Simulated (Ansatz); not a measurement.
Two shapes of singlet C₂H₃N.

Shape 1:

```xyz
6

C     0.0000    0.0000   -1.0808
C     0.0000    0.0000    0.2560
N     0.0000    0.0000    1.3203
H     0.0000   -0.9489   -1.4312
H    -0.8218    0.4744   -1.4312
H     0.8218    0.4744   -1.4312
```

Shape 2:

```xyz
6

C     0.0000    0.0000   -1.1748
C     0.0000    0.0000    0.2783
N     0.0000    0.0000    1.4351
H     0.0000   -1.0314   -1.5557
H    -0.8932    0.5157   -1.5557
H     0.8932    0.5157   -1.5557
```

Basis set: def2-TZVP (spherical functions). Frozen core: 3 orbitals. Charge 0, multiplicity 1.

Computed with Ansatz (development build ahead of 0.2.0); each method stands on the lowest determinant of its kind that the runs found.

Task: Which shape is lower in energy, and by how much in each method?

Result:

| method | E(2) − E(1) (eV) |
| --- | --- |
| RHF | -0.916 |
| RHF-MP2 | -1.400 |

Shape 2 is lower. Caution: no unrestricted run beside it, a lower state can exist.
